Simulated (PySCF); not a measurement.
Structure with atom numbers: `[CH3:1][CH2:2][CH2:3][CH2:4][Cl:5]`; H(Xn) means a hydrogen on atom n.

GIAO shifts from PySCF on PBE0-D3(BJ)/def2-SVP geometries (one conformer, non-relativistic, equivalent nuclei averaged), against TMS at the same level and in the same medium; PCM means IEF-PCM chloroform.

Measured (solution, not stated per compound (mostly CDCl3 or CCl4); Pretsch, Buehlmann, Badertscher, Structure Determination of Organic Compounds, 4th ed. (2009)): H(C4) 3.42, H(C3) 1.68, H(C2) 1.41, H(C1) 0.92 ppm.

**Question.** Which unscaled values do B3LYP/pcSseg-2, gas; PBE0/pcSseg-1, PCM; WP04/pcSseg-1, PCM; wB97X-D/pcSseg-1, PCM give, and how close are they?

**Answer.** 
```json
{"atoms": "H(C4)", "measured": "3.42", "B3LYP/pcSseg-2, gas": "3.36", "PBE0/pcSseg-1, PCM": "3.38", "WP04/pcSseg-1, PCM": "3.34", "wB97X-D/pcSseg-1, PCM": "3.35"}
{"atoms": "H(C3)", "measured": "1.68", "B3LYP/pcSseg-2, gas": "1.66", "PBE0/pcSseg-1, PCM": "1.46", "WP04/pcSseg-1, PCM": "1.47", "wB97X-D/pcSseg-1, PCM": "1.44"}
{"atoms": "H(C2)", "measured": "1.41", "B3LYP/pcSseg-2, gas": "1.23", "PBE0/pcSseg-1, PCM": "1.12", "WP04/pcSseg-1, PCM": "1.10", "wB97X-D/pcSseg-1, PCM": "1.09"}
{"atoms": "H(C1)", "measured": "0.92", "B3LYP/pcSseg-2, gas": "1.03", "PBE0/pcSseg-1, PCM": "1.03", "WP04/pcSseg-1, PCM": "1.00", "wB97X-D/pcSseg-1, PCM": "1.03"}
```

Mean absolute error for $^{1}$H: B3LYP/pcSseg-2, gas 0.09, PBE0/pcSseg-1, PCM 0.16, WP04/pcSseg-1, PCM 0.17, wB97X-D/pcSseg-1, PCM 0.18 ppm.

Carbons that carry Cl, above all several Cl atoms, come out too deshielded, partly because spin–orbit coupling is missing.
